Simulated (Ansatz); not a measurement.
# How far each method lies from full CI for BH₂, doublet

Geometry: a point of a stretch scan, not a stationary point.

| atom | x (Å) | y (Å) | z (Å) |
| --- | --- | --- | --- |
| B | 0.0000 | -0.0761 | -0.0083 |
| H | 0.0000 | 0.3833 | -0.9802 |
| H | 0.0000 | 0.4330 | 1.0687 |

Basis aug-cc-pVDZ; Ansatz 0.2.0. Correlated methods freeze the noble-gas cores, which leaves 5 electrons in 40 orbitals. Prefix R: restricted or restricted open-shell reference; prefix U: unrestricted. Active spaces: pair = (3e, 3o) about the gap; valence = (5e, 6o) chosen from the atoms' valence shells.

Full CI is exact within this basis and frozen core; it isn't the basis-set limit. The frozen core follows each run's orbitals, which can shift R against U totals by a few meV.

For open shells CISD is restricted-active-space CI with the open shells as a complete middle space.

* UHF ⟨S²⟩: 0.754
* T1 diagnostic (RCCSD): 0.0146
* largest doubles amplitude (RCCSD): 0.032
* T1 diagnostic (UCCSD): 0.0090

```csv
level,E − E(full CI) (mEh),share of correlation (%),wall time
RHF,90.83,0.00,–
UHF,89.47,1.50,–
RMP2,21.49,76.34,–
UMP2,21.32,76.53,–
CISD,3.35,96.31,0.48 s
RCCSD,1.70,98.13,–
UCCSD,1.67,98.16,–
RCCSD(T),0.40,99.56,1.3 s
UCCSD(T),0.40,99.56,1.3 s
BCCD(T),0.41,99.55,0.75 s
RCCSDT,0.02,99.98,–
UCCSDT,0.01,99.98,–
RCCSDT(Q),0.00,100.00,5.5 s
UCCSDT(Q),0.00,100.00,4.7 s
CASSCF (pair space),77.31,14.89,–
NEVPT2 (pair space),22.05,75.72,0.51 s
MRCISD (pair space),2.70,97.03,–
MRCISD+Q (pair space),-0.38,100.42,0.66 s
CASSCF (valence space),56.55,37.74,–
NEVPT2 (valence space),19.04,79.03,0.45 s
NEVPT4(SD) (valence space),3.85,95.76,0.75 s
MRCISD (valence space),2.12,97.66,–
MRCISD+Q (valence space),0.48,99.48,0.81 s
```

The correlation energy at full CI, counted from RHF, is -2.472 eV. That run took 30 s on 1 thread of Arm Neoverse V2, shared host over 3,897,078 determinants.

Times hold each run's SCF and search for its determinant on a shared host, so for small cases they say little of a method's own cost; they ran on 1 thread of Arm Neoverse V2.

More than 5 meV below full CI, which no variational method can be: MRCISD+Q (pair space).

The full-CI state has the irrep A' of Cs, in the program's axes.

Natural occupations of full CI about the gap: 1.959 1.955 0.989 0.019 0.018 0.014 0.008 0.008 0.007 0.005; effectively unpaired electrons, Σ n²(2−n)², 1.02.
